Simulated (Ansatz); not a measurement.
CH3AlS (`[CH2]1[AlH][S]1`). The species carries charge 0 and has multiplicity 1. Geometry: relaxed with PBE0-D4/def2-TZVP.

```xyz
6

C     0.136   -0.758   -0.258
Al    0.095    1.080    0.266
S    -1.546   -0.237    0.479
H     0.029   -1.076   -1.292
H     0.606   -1.530    0.346
H     0.680    2.522    0.459
```

What is the dipole moment at PBE/def2-TZVPP? (Estimate.)

Computed: 2.15 D, with components (1.82, 1.09, -0.34) D in this frame, pointing from negative to positive charge.

And with r2SCAN, B3LYP, ωB97M-V? (An estimate is asked.)

Ansatz gave: r2SCAN 2.34 D, B3LYP 2.36 D, ωB97M-V 2.46 D.

Give the Mulliken charges with PBE, ωB97M-V, B3LYP in def2-TZVPP. (Best estimate.)

The calculation gave: 
| atom | PBE | ωB97M-V | B3LYP |
| --- | --- | --- | --- |
| C1 | -0.27 | -0.35 | -0.30 |
| Al2 | 0.29 | 0.33 | 0.36 |
| S3 | -0.20 | -0.18 | -0.22 |
| H4 | 0.11 | 0.12 | 0.11 |
| H5 | 0.11 | 0.12 | 0.11 |
| H6 | -0.04 | -0.04 | -0.06 |

B3LYP here is the variant with VWN-RPA as its local correlation; programs differ in this.
